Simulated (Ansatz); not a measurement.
```yaml
crystal:
  periodic: [false, false, false]
  atoms:
    - {symbol: Zr, position_ang: [0.000000, 0.000000, 0.000000]}
    - {symbol: H, position_ang: [1.891803, 0.018330, 0.007786]}
    - {symbol: H, position_ang: [-0.961772, 1.629198, -0.004983]}
    - {symbol: H, position_ang: [-0.930032, -1.647528, -0.002804]}
basis:
  gaussian: {orbitals: def2-TZVP}
magnetization: {spin_polarized: true, initial_magnetization: 1}
hamiltonian: {xc: pbe0}
relax: {f_tol: 0.004, max_steps: 80}
```

```sh
$ ansatz run in.yaml --threads 1 --pin off --events-out ev --progress --plain --max-ram 2176MiB
```

Steps of the relaxation (energy above the last step; positions in Å, forces in eV/Å):

```
4
step 1, 15.1 meV
Zr    0.000    0.000    0.000    0.000    0.000    0.000
H     1.892    0.018    0.008   -0.312   -0.003   -0.001
H    -0.962    1.629   -0.005    0.158   -0.268    0.001
H    -0.930   -1.648   -0.003    0.153    0.271    0.000
```

```
4
step 2, 48.9 meV
Zr    0.000    0.000    0.000    0.000    0.000    0.000
H     1.805    0.017    0.007    0.615    0.006    0.003
H    -0.918    1.555   -0.005   -0.313    0.530   -0.002
H    -0.888   -1.572   -0.003   -0.302   -0.536   -0.001
```

```
4
step 3, 0.4 meV
Zr    0.000    0.000    0.000    0.000    0.000    0.000
H     1.855    0.018    0.008    0.054    0.001    0.000
H    -0.943    1.597   -0.005   -0.028    0.047    0.000
H    -0.912   -1.615   -0.003   -0.027   -0.047    0.000
```

```
4
step 4, 0.0 meV
Zr    0.000    0.000    0.000    0.000    0.000    0.000
H     1.860    0.018    0.008    0.002    0.000    0.000
H    -0.946    1.602   -0.005   -0.001    0.002    0.000
H    -0.914   -1.620   -0.003   -0.001   -0.002    0.000
```

Close pairs at the end: Zr1–H4 1.860 Å, Zr1–H3 1.860 Å, Zr1–H2 1.860 Å.

A stationary point of unrestricted PBE0 after 4 steps, with ⟨S²⟩ = 0.752 against 0.75 for a pure state; no frequencies were run, so it isn't proven a minimum. 12 s on 1 thread of Arm Neoverse V1, shared host.
